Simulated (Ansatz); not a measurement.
# BSiH2+ (triplet): from Hartree-Fock to the top rungs, cc-pVTZ

How much of the correlation energy of BSiH2+ (triplet) does each wave-function method recover here?

Computed with Ansatz 0.2.0, Gaussian basis. Level: cc-pVTZ, correlated electrons: outside noble gas.

To be run: UHF; CCSD(T) on ROHF; CCSD(T) on UHF; BCCD(T) on ROHF; CCSDT(Q) on ROHF; CCSDT(Q) on UHF; CASSCF and MRCISD+Q, 8 electrons in 10 orbitals; CASSCF and MRCISD+Q(relaxed), 8 electrons in 10 orbitals; CASSCF and NEVPT2, 8 electrons in 10 orbitals.

**1. The geometry**

The geometry is a PBE0/def2-TZVP stationary point (not a proven minimum) of the parent state, kept for this charge and spin.

4 atoms, charge 1, spin multiplicity 3.

Atoms are counted from 1 here; the program's logs count them from 0.

Bond lengths: Si1–B2 1.915 Å, Si1–H3 1.512 Å, B2–H4 1.193 Å. Angles: B2–Si1–H3 126.7°, Si1–B2–H4 134.2°.

In the tables R marks a restricted open-shell determinant and U an unrestricted one; 'valence' is the active space of 8 electrons in 10 orbitals; correlation energies count from the lowest restricted Hartree-Fock solution.

**2. UHF**

File in.yaml:

```yaml
crystal:
  periodic: [false, false, false]
  atoms:
    - {symbol: Si, position_ang: [0.000000, -0.047060, 0.551810]}
    - {symbol: B, position_ang: [0.000000, -0.060513, -1.363344]}
    - {symbol: H, position_ang: [0.000000, 1.171072, 1.447364]}
    - {symbol: H, position_ang: [0.000000, 0.789266, -2.200146]}
basis:
  gaussian: {orbitals: cc-pVTZ}
total_charge: 1
magnetization: {spin_polarized: true, initial_magnetization: 2}
hamiltonian: {xc: hf}
output: {orbitals: {seedname: orbitals}}
```

The run is started by

```sh
> ansatz run in.yaml --threads 1 --pin off --events-out ev --progress --plain --max-ram 4096MiB --backend cpu
```

Further steps of the session: CCSD(T) on ROHF; CCSD(T) on UHF; BCCD(T) on ROHF; CCSDT(Q) on ROHF; CCSDT(Q) on UHF; CASSCF and MRCISD+Q, 8 electrons in 10 orbitals; CASSCF and MRCISD+Q(relaxed), 8 electrons in 10 orbitals; CASSCF and NEVPT2, 8 electrons in 10 orbitals.

**Question.** What will the summary of the whole plan be? Wanted: correlation energy, UCCSDT(Q); RMP2 from UCCSDT(Q); UMP2 from UCCSDT(Q); RCCSD from UCCSDT(Q); RCCSD(T) from UCCSDT(Q); UCCSD(T) from UCCSDT(Q); RCCSDT(Q) from UCCSDT(Q); NEVPT2 valence from UCCSDT(Q); MRCISD+Q valence from UCCSDT(Q).

As calculated:

| quantity | value |
| --- | --- |
| correlation energy, UCCSDT(Q) | -5.1228 eV |
| RMP2 from UCCSDT(Q) | +1159.6 meV |
| UMP2 from UCCSDT(Q) | +1152.7 meV |
| RCCSD from UCCSDT(Q) | +251.6 meV |
| RCCSD(T) from UCCSDT(Q) | +61.1 meV |
| UCCSD(T) from UCCSDT(Q) | +60.5 meV |
| RCCSDT(Q) from UCCSDT(Q) | +2.4 meV |
| NEVPT2 valence from UCCSDT(Q) | +791.2 meV |
| MRCISD+Q valence from UCCSDT(Q) | +49.6 meV |
| MRCISD+Q(relaxed) valence from UCCSDT(Q) | +0.8 meV |
| levels of the table within 1 kcal/mol (43 meV) | RCCSDT, UCCSDT, RCCSDT(Q), MRCISD+Q(relaxed) valence |
| T1 diagnostic | 0.050 |
| effectively unpaired electrons | 2.04 |

In words: RCCSD(T) lands +61.1 meV from the yardstick (1.2 % of the correlation energy). The occupations are near whole numbers, but T1 = 0.050 shows that the orbitals relax strongly. Of the multireference levels listed MRCISD+Q(relaxed) valence comes nearest in total energy (+0.8 meV), which doesn't show that its space is the better one. These misses are within one basis, not against nature; the frozen cores of restricted and unrestricted runs differ, which can shift their rows.
